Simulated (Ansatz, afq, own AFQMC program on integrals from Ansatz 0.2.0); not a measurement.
Where AFQMC and coupled cluster stand for BH2, doublet

```
atom   x (Å)    y (Å)    z (Å)
   B  0.0000  -0.0960   0.0339
   H  0.0000   0.6168  -1.4742
   H  0.0000   0.4131   1.1109
```

Basis cc-pVDZ. Only valence electrons are correlated. AFQMC by an in-house program on the Cholesky factors that Ansatz 0.2.0 writes for its CCSD(T) run. ph-AFQMC/CISD is guided by a CISD state made of CCSD amplitudes; releasing the constraint for a short imaginary time cuts its bias at the price of noise, slowly where states lie close. Uncertainties: one standard error, sampling alone.

Determinant: UHF, the one that the program's search chose, which needn't be the lowest solution. The geometry is a point of a scan.

Full CI on the same integrals is exact in this basis and with this determinant's frozen core.

- T1 diagnostic: 0.0146
- weight of the determinant in the CISD state: 0.935
- ⟨S²⟩ of the determinant: 0.753
- size of the correlated space: 5 electrons in 23 orbitals

```json
{"level": "MP2", "correlation energy (eV)": "-1.8839"}
{"level": "CCSD", "correlation energy (eV)": "-2.5222"}
{"level": "CCSD(T)", "correlation energy (eV)": "-2.5699"}
```

(1) Estimate where phaseless AFQMC with a CISD trial lies against CCSD(T) on the same integrals.

(1) 0.41 ± 0.05 mEh below CCSD(T).

Reference: full CI, correlation energy -2.589 eV. The released energy is read at 2.40 1/Eh (meV from the phaseless value at times in 1/Eh: -2.0 ± 1.0 at 0.24, -3.1 ± 0.8 at 0.51, -4.4 ± 0.6 at 0.99, -7.0 ± 0.7 at 1.62, -7.3 ± 1.0 at 2.40).

| level | E − E(reference) (mEh) | share of correlation (%) |
| --- | --- | --- |
| CCSD(T) | 0.70 | 99.27 |
| CCSDT | 0.04 | 99.96 |
| CCSDT(Q) | 0.01 | 99.99 |
| CCSDTQ | 0.00 | 100.00 |
| ph-AFQMC/CISD | 0.28 ± 0.05 | 99.70 |
| released AFQMC | 0.02 ± 0.04 | 99.98 |

CCSDT and higher add their correlation energy to the determinant of the CCSD(T) run, since their own runs factorise the integrals more tightly (a shift of under 2 meV). A walk keeps the symmetry of its determinant, which the program's search chose and which needn't be the lowest solution, so a lower state of the same spin and another symmetry isn't excluded. Released energies are given only where the last usable release times agree within the noise; a slower fall can still hide under it.
